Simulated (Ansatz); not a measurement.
Exact exchange and the HOMO–LUMO gap of CH4O2 (methanediol)

The species is CH4O2 (7 atoms), meant as a singlet with charge 0. As SMILES, `OCO`. The coordinates come from a PBE0-D4/def2-TZVP relaxation. This is a higher conformer, about 15 kJ/mol above the lowest found by a separate search.

The HOMO–LUMO gap y, in eV, basis def2-TZVP; a is the functional's share of exact exchange. Programs: Ansatz 0.2.0.

| functional | program | a | y (eV) |
| --- | --- | --- | --- |
| revPBE | Ansatz | 0 | 6.42 |
| PBE | Ansatz | 0 | 6.43 |
| B3LYP | Ansatz | 0.2 | ? |
| PBE0 | Ansatz | 0.25 | 9.09 |
| BHLYP | Ansatz | 0.5 | 11.37 |

Problem. Fit y = c + s·a to the known rows and predict B3LYP.

Solution. 
1. Means of the 4 rows: a = 0.1875, y = 8.328.
2. Σ(Δa)² = 0.17188, Σ(Δa·Δy) = 1.7119, so the slope is 1.7119/0.17188 = 9.9599.
3. Intercept: 8.328 − (9.9599) × 0.1875 = 6.461. The largest residual of the fit is 0.14.
4. B3LYP: 6.461 + (9.9599) × 0.2 = 8.45 eV.

The run gave 8.41 eV, so the prediction is off by +0.04 eV, within the scatter of the fit. Exact exchange lowers occupied levels and raises empty ones.
